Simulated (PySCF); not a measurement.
Gas-phase XPS of `C=CSC#N`, computed

C3H3NS.
SMILES with atom numbers: `[CH2:1]=[CH:2][S:3][C:4]#[N:5]`

Cartesian coordinates in Å at the PBE0-D3(BJ)/def2-SVP level; atoms count from 1:
```
atom  x, y, z in Å
C1    -1.5758    0.5239   -0.0852
C2    -0.3779   -0.0046    0.1577
S3     1.0744    0.5541   -0.6918
C4     2.2193   -0.5208   -0.0758
N5     3.0498   -1.2339    0.3151
H6    -1.7333    1.3150   -0.8237
H7    -2.4470    0.1647    0.4666
H8    -0.2099   -0.7971    0.8917
```

Theory: delta-SCF UKS SCAN, pcX-2 on the ionised atom, pcseg-1 elsewhere, spin-free X2C (PySCF). These are vertical core ionisation energies against the vacuum level, from separate self-consistent calculations with and without the core hole.

Problem. List the computed XPS lines with their assignment.

Solution. 
```
atom(s)                 bonded to  level  binding energy (eV)  above the level's lowest (eV)  count
     C1   C (double bond) and 2 H   C 1s               290.95                           0.00      1
     C2  S, C (double bond) and H   C 1s               292.07                          +1.12      1
     S3                       2 C   S 1s              2479.26                           0.00      1
     C4     N (triple bond) and S   C 1s               292.63                          +1.68      1
     N5           C (triple bond)   N 1s               405.09                           0.00      1
```

The listed C 1s values span 1.68 eV, from C1 (bonded to C (double bond) and 2 H) to C4 (bonded to N (triple bond) and S). The widest gap between neighbouring values is 1.12 eV, between 290.95 and 292.07 eV. Summing the Pauling electronegativity differences to the bonded atoms, each weighted by its formal bond order, gives -0.70 for the lowest site and +1.50 for the highest; no listed site has a larger sum than the highest.

Problem. What is the C 1s shift of C2 against C4?

Solution. 292.07 − 292.63 = -0.56 eV, or -54 kJ/mol.

Problem. Express the binding energy of N 1s of N5 in atomic units and per mole.

Solution. 405.09 eV = 14.8868 Eh = 39085 kJ/mol.

Not every level is listed. Spin contamination (⟨S²⟩ against 0.75 for a pure doublet) is marked for C 1s of C2 (0.86), which makes this value less certain. One conformer (not necessarily the lowest) at the PBE0-D3(BJ)/def2-SVP geometry, without solvent, vibrations or thermal averaging.

On an Arm Neoverse V2 with one thread, on a shared host, this took 21 s of wall time.
